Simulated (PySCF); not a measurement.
## Na₃: from structure and modes to constants

All numbers come from PySCF, UPBE, basis Na def2-TZVP (no relativity, density fitting).

The doublet minimum has C2v symmetry. Masses (u): Na 22.98977.

```xyz
3
charge 0 multiplicity 2, angstrom
Na    0.8054   -2.1620    0.0000
Na   -1.6106    0.0000    0.0000
Na    0.8053    2.1620    0.0000
```

Harmonic wavenumbers (cm⁻¹): 41.4 (a1, ×1), 104.6 (b2, ×1), 137.8 (a1, ×1).

Question: What is the harmonic zero-point energy?

Answer: Half the sum of all 3 wavenumbers, 284/2 = 142 cm⁻¹, which is 1.7 kJ/mol (1 cm⁻¹ = 0.0119627 kJ/mol).

Question: Give the standard entropy (298.15 K, 1 bar) by its translational, rotational, vibrational and spin parts, and Cp.

Answer: Sackur–Tetrode with M = 68.97 u gives 161.7; rotation with symmetry number 2 gives 107.5; vibration 47.7; spin R ln 2 = 5.8. The total is 322.6 J/(mol K), and Cp = 4 R + 24.4 = 57.7 J/(mol K).

Other isomers or separated fragments may lie lower.
